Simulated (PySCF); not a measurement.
# Dipole moment and polarisability of `C[SiH2][SiH3]`

CH8Si2.
Cartesian coordinates in Å at the GFN2-xTB level; atoms count from 1:
```
atom  x, y, z in Å
C1    -1.5709    0.7055    0.0740
Si2   -0.3682   -0.7612    0.2113
Si3    1.7961   -0.0883   -0.2408
H4    -2.5944    0.4074    0.2820
H5    -1.3111    1.4939    0.7751
H6    -1.5519    1.1362   -0.9234
H7    -0.5211   -1.3245    1.5626
H8    -0.8460   -1.8026   -0.7126
H9     1.9424    0.4724   -1.5882
H10    2.2687    0.9504    0.6805
H11    2.7618   -1.1864   -0.1466
```

Level: CAM-B3LYP/def2-SVPD (PySCF), static field, nuclei fixed, core orbitals frozen in the response. The polarisability tensor in these axes (au):

```
x   82.70 -0.13 -2.88
y   -0.13 67.89 -1.15
z   -2.88 -1.15 63.05
```

Problem. Diagonalise the tensor; give its mean and Δα, where Δα² is half the sum of the squared differences of the eigenvalues.

Solution. Principal values 62.40, 68.13 and 83.11 au; mean 71.21 au = 10.55 Å³ = 11.74 × 10⁻⁴⁰ C²·m²/J; Δα = 18.52 au (26 % of the mean).

Problem. What is the dipole moment, and where does it point?

Solution. (-0.53, 0.38, 0.00) D, 0.65 D in size, pointing from the negative to the positive side. Measured along this direction, the outermost atoms are H11 at the negative end and H4 at the positive end.

Problem. How large is μ²/3kT at 500 K beside α?

Solution. In Gaussian units μ²/3kT = 2.04 Å³ against 10.55 Å³, a ratio of 0.19; the Debye molar polarisation (4π/3)N_A(α + μ²/3kT) is 31.8 cm³/mol, leaving out the vibrational part.

Problem. In TDDFT the mean static polarisability is Σ f/ω² over all singlet excitations (ω in hartree). How much of it do the 8 lowest give? Their energies (eV) and oscillator strengths: 7.37, 0.0409; 7.61, 0.0236; 7.93, 0.0176; 8.21, 0.0453; 8.33, 0.0121; 8.34, 0.5165; 8.44, 0.0011; 8.61, 0.0375.

Solution. They add up to 7.57 au, 10.6 % of the 71.21 au; the largest single term is 5.49 au, from the state at 8.34 eV. Terms in order: 0.56, 0.30, 0.21, 0.50, 0.13, 5.49, 0.01, 0.37 au. Higher excitations give the rest. The strengths listed sum to 0.695.

Problem. What depolarisation ratio follows for Rayleigh scattering of linearly polarised light, taking the static tensor?

Solution. ρ = 3Δα²/(45ᾱ² + 4Δα²) = 1029.2/(228212 + 1372.3) = 0.00448.

Problem. Give the principal axes and the span of the nuclei along them.

Solution. Largest value along (0.99, 0.00, -0.14), where the nuclei span 5.36 Å; middle along (-0.03, 0.98, -0.20), 2.94 Å; least along (0.14, 0.21, 0.97), 2.35 Å. The response follows the extents in order.

Isolated species at its GFN2-xTB geometry, gas phase.
